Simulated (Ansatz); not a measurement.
`CSC(C)S` + H–F → `CC(F)S` + CH₃SH  (substitution at a C–S bond)

Program: Ansatz. Geometries: PBE0-D4/def2-TZVP. ΔE: electronic, gas phase. CBS: MP2 limit from def2 TZ/QZ plus the TZ coupled-cluster correction, frozen cores. This one scheme is used for every species. DFT in def2-TZVPP. B3LYP here is the variant with VWN-RPA as its local correlation; programs differ in this. Each species was taken in one conformer, which may not be the lowest.

| level | ΔE (kJ/mol) | difference from CCSD(T)/CBS |
| --- | --- | --- |
| PBE-D4 | 23.9 | -12.1 |
| r2SCAN-D4 | 17.1 | -18.9 |
| PBE0-D4 | 26.1 | -9.9 |
| B3LYP-D4 | 19.1 | -16.9 |
| ωB97X-V | 15.8 | -20.2 |
| ωB97M-V | 20.0 | -16.0 |
| B2PLYP | 17.2 | -18.8 |
| PBE | 13.7 | -22.3 |
| PBE0 | 17.2 | -18.8 |
| SCS-MP2/def2-TZVPP | 32.9 | -3.1 |
| CCSD/def2-TZVPP | 23.5 | -12.5 |
| CCSD(T)/def2-TZVPP | 28.8 | -7.2 |
| HF/def2-QZVPP | -5.1 | -41.1 |
| MP2/def2-QZVPP | 50.0 | 14.0 |
| HF/CBS(def2) | -5.1 | -41.1 |
| MP2/CBS(def2) | 53.0 | 17.0 |
| CCSD(T)/CBS | 36.0 | 0 |

Largest T1 diagnostic among the species: 0.011.

In def2-TZVPP, CCSD(T) changes the Hartree–Fock value by +34.1 kJ/mol (the triples alone add +5.3 kJ/mol) and MP2 by +51.1 kJ/mol. The D4 term adds +16.3 kJ/mol with B3LYP and +9.0 kJ/mol with PBE0; it sums over pairs of atoms, weighted by their polarisabilities, and B3LYP, whose exchange is more repulsive, gets the larger term. From PBE to PBE0 (25 % exact exchange), in def2-TZVPP and without D4, ΔE moves by +3.4 kJ/mol.
